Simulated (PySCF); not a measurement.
Compound: C₅H₁₀N (doublet state).
Z-matrix (Å and degrees, GFN2-xTB geometry), rows numbered from 1:
```
C 
C   1  1.3657
C   2  1.3917  1  128.16
C   3  1.4922  2  124.16  1    -0.76
N   3  1.3856  2  118.56  1  -176.79
C   5  1.4406  3  122.75  2  -158.22
H   1  1.0740  2  120.47  3  -179.62
H   1  1.0742  2  123.00  3     0.03
H   2  1.0860  1  116.52  3   179.79
H   4  1.0919  3  111.18  2   117.55
H   4  1.0841  3  110.26  2    -2.64
H   4  1.0914  3  110.71  2  -122.51
H   5  1.0107  3  113.52  2   -13.94
H   6  1.0889  5  109.90  3   -55.80
H   6  1.0986  5  112.89  3    65.32
H   6  1.0891  5  108.73  3  -174.29
```

The hyperfine couplings belong to this conformer and change with its torsions.

As a line formula: `C=C[C](C)NC` [radical].

Method used: PySCF, UKS B3LYP, pcH-1 on C H N, non-relativistic, mean-field spin-orbit, GIAO. Geometry: GFN2-xTB, one conformer, isolated molecule. Couplings are sensitive to structure, and on GFN2-xTB geometries they can be far from those on DFT ones. The frame is twisted about the C3–N5 bond at this geometry (dihedral C2–C3–N5–H13 = -14°); couplings at other torsion angles weren't computed. The SCF solution wasn't tested for stability.

Task: What is the g tensor, term by term?

Result: 
```csv
Δg (ppm),1,2,3
relativistic mass correction,-165,-165,-165
gauge correction,-2,36,33
orbital Zeeman/spin–orbit,-15,583,1128
total,-182,454,997
```

So g = 2.00214, 2.00277, 2.00332 and g_iso = 2.00274; the tensor is rhombic: the two nearest values differ by 46 % of g3 − g1. Axes: g2 points within 4° of the C3–N5 bond.

Task: What are the electron Larmor frequencies g μB B/h along the three axes at 340 mT?

Result: 9.5276, 9.5306, 9.5332 GHz for g1, g2 and g3, a range of 5.6 MHz.

Task: At 93.601 GHz, how far is the centre of the isotropic spectrum from where a free electron (g = 2.002319) resonates?

Result: B = hν/(g μB) with μB/h = 13.99624 MHz/mT gives 3339.92 mT for the free electron and 3339.21 mT at g_iso, 0.71 mT lower.

Task: Average each term over the three axes. Which is largest in size?

Result: The orbital-Zeeman/spin–orbit term 565, the mass correction -165 and the gauge correction 22 ppm, for a total of 423 ppm. The orbital-Zeeman/spin–orbit term is the largest in size. The mass correction is the same along every axis, so the anisotropy comes from the other two: their spans along these axes are 38 (gauge) and 1143 ppm (orbital Zeeman/spin–orbit).

Task: In a frozen sample, at which fields do the three g values resonate at 9.5, 34, 94 and 263 GHz (hyperfine left aside), and which band first spreads them over more than twice a line width of 1.0 mT?

Result: 
```csv
band,GHz,B(g3) mT,B(g2) mT,B(g1) mT,spread mT
X,9.5,338.82,338.91,339.01,0.20
Q,34.0,1212.60,1212.93,1213.31,0.71
W,94.0,3352.49,3353.39,3354.46,1.97
J,263.0,9379.83,9382.37,9385.35,5.52
```

The spread grows in proportion to the frequency. J band is the first where it exceeds 2.0 mT.

The largest Mulliken spin populations are on C1 (+0.60), C3 (+0.50), C2 (-0.20) and N5 (+0.13). The positive populations add up to 1.31 and the negative ones to -0.31, together 2S = 1. The angles at C1 add up to 360.0°, so it is planar.

The HOMO–LUMO gaps are 4.68 eV among the α and 5.34 eV among the β orbitals.
